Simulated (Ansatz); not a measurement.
# CF3: the cost of one run

All numbers below are computed with Ansatz 0.2.0 (UKS r2SCANh-D4/def2-SVP).

**1. The starting structure**

Bond lengths: F1–C2 1.320 Å, C2–F3 1.320 Å, C2–F4 1.321 Å. Angles: F1–C2–F3 112.2°, F1–C2–F4 112.1°, F3–C2–F4 112.1°.

Coordinates:

```xyz
4

F    -1.2405    0.0242    0.2630
C    -0.0381   -0.0575   -0.2747
F     0.6650   -1.0564    0.2246
F     0.6137    1.0896   -0.2129
```

**2. Relaxing end A**

Input file input.yaml:

```yaml
crystal:
  periodic: [false, false, false]
  atoms:
    - { symbol: F, position_ang: [-1.24053, 0.02422, 0.26301] }
    - { symbol: C, position_ang: [-0.03811, -0.05747, -0.27469] }
    - { symbol: F, position_ang: [0.66499, -1.0564, 0.22458] }
    - { symbol: F, position_ang: [0.61365, 1.08964, -0.2129] }
magnetization:
  spin_polarized: true
  initial_magnetization: 1
basis:
  gaussian: { orbitals: def2-SVP }
hamiltonian:
  xc: r2scanh
  dispersion: d4
relax:
  f_tol: 0.015
  max_steps: 40
output:
  orbitals: {}
```

Command:

```console
$ ansatz run input.yaml --threads 1 --pin off --max-ram 2048MiB --backend cpu --events-out ev --progress --plain --runs-dir out
```

**Question.** How long does this run take on 1 thread of Arm Neoverse V2, shared host, and how much memory does it need?

About 16 s, with a peak of 0.16 GiB.
